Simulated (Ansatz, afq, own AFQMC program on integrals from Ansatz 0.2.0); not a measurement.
## SiGeH₃F, triplet in def2-TZVP, levels against AFQMC with the constraint released

```yaml
atoms:
  - { symbol: Ge, position_ang: [0.9004, 0.1407, 0.8665] }
  - { symbol: F, position_ang: [2.1035, -1.1265, 1.0675] }
  - { symbol: Si, position_ang: [-1.0854, -0.5949, -0.3005] }
  - { symbol: H, position_ang: [-1.9096, 0.6477, -0.3261] }
  - { symbol: H, position_ang: [-0.7601, -1.0541, -1.6842] }
  - { symbol: H, position_ang: [-1.7791, -1.6848, 0.4493] }
```

Connectivity, by distances: F–Ge–SiH3.

Basis def2-TZVP. Noble-gas cores (and the filled d shells of Ga–Kr and In–Xe) are frozen. Integrals, coupled cluster, full CI and functionals: Ansatz 0.2.0; the random walks run on the same integrals in our own AFQMC program. The CISD trial takes its coefficients from CCSD amplitudes. Released means that phaseless walkers are propagated on without the constraint, phases kept. ± is one standard error of the sampling. No spin–orbit coupling.

Determinant: UHF, the one that the program's search chose, which needn't be the lowest solution. The geometry is a PBE0/def2-SVP stationary point of this or a neighbouring charge and spin state.

No full CI on the walks' own integrals is used here. The released AFQMC energy serves as the reference, which it does only where one determinant dominates, the energy is flat over the last release times and near the phaseless one (40 meV or 2 meV an electron, half that with transition metals). On small molecules, where full CI could be run and the noise was under 10 meV, such values lay within 10 meV of it in 19 cases of 20, a flattering rate, since the rule was set on those same cases; what remains of the bias isn't in the error bar.

Cautions: no relativity below Rb; no spin-orbit coupling; inner d shell frozen; lower spins were not checked; the released value is read at 0.99 1/Eh with a noise of 10 meV, more than in the cases checked, later times being too noisy (meV from the phaseless value at times in 1/Eh: -21 ± 7 at 0.24, -16 ± 9 at 0.51, -7 ± 10 at 0.99, -25 ± 17 at 1.50).

- T1 diagnostic: 0.0195
- weight of the determinant in the CISD state: 0.837
- ⟨S²⟩ of the determinant: 2.015
- size of the correlated space: 18 electrons in 114 orbitals

Reference: AFQMC with the constraint released, correlation energy -13.469 ± 0.010 eV.

```tsv
level	E − E(reference) (kJ/mol)	share of correlation (%)
HF	1299.5 ± 1.0	0.00
MP2	135.4 ± 1.0	89.58
CCSD	45.8 ± 1.0	96.48
CCSD(T)	4.4 ± 1.0	99.66
ph-AFQMC/CISD	0.7 ± 1.2	99.95
```

Released energies are given only where the last usable release times agree within the noise; a slower fall can still hide under it.
